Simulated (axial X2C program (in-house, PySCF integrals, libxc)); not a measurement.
**Working with the constants of Al₂⁺**

A bond curve at the CCSD(T) level, two-component, was computed with an in-house relativistic program for diatomic molecules (basis Al dyall-v3z [8s8p2d1f] (cores contracted in-house)) for the state Ω = 1/2 (⟨Sz⟩ = 0.50, ⟨Lz⟩ = 0.00 at HF). Its fit gives Re = 3.2142 Å, ωe = 167.6 cm⁻¹, ωexe = 0.772 cm⁻¹ and αe = 1.021e-03 cm⁻¹; the masses are 26.9815 and 26.9815 u. Two-component means X2C with spin–orbit coupling and atomic mean-field Coulomb and Gaunt terms.

Correlated methods: 5 electrons correlated (number of frozen shells: Al 2 s, 1 p), 143 virtual spin orbitals or spinors in MP2, 90 natural virtuals in coupled cluster.

(1) Find the reduced mass, Be and the force constant.

(2) A Morse curve ties αe to the other constants (Pekeris). How well does that hold?

(3) Estimate the centrifugal constant by the Kratzer relation.

(4) Estimate De from a Morse curve and compare with the computed well depth of 1.386 eV to Al+ + Al.

(5) Where do the fundamental and the first overtone lie?

The state is a single determinant with fixed occupations, the lowest that a limited PBE0 search found. Dissociation energies refer to the lowest single-determinant-based atoms at the same level and basis. CCSD and (T) use frozen natural virtuals with an MP2 correction for the truncation; (T) itself is uncorrected, so its De runs slightly low.

Results:

(1) From the CCSD(T) values: μ = 13.4908 u. Be = 16.8576/(μ Re²) = 0.121 cm⁻¹. k = 5.8918×10⁻⁷ μ ωe² = 0.223 mdyn/Å.

(2) αe(Morse) = 6Be²/ωe × (√(ωexe/Be) − 1) = 7.994e-04 cm⁻¹; the CCSD(T) curve gives 1.021e-03 cm⁻¹, a ratio of 0.78.

(3) D = 4Be³/ωe² = 2.52e-07 cm⁻¹.

(4) De(Morse) = ωe²/(4ωexe) = 1.128 eV against 1.386 eV computed, a ratio of 0.81. The extrapolation falls short: long-range attraction (ionic or ion–induced dipole) or a change of character along the curve can cause this.

(5) ν(1←0) = ωe − 2ωexe = 166.1 cm⁻¹; ν(2←0) = 2ωe − 6ωexe = 330.6 cm⁻¹.
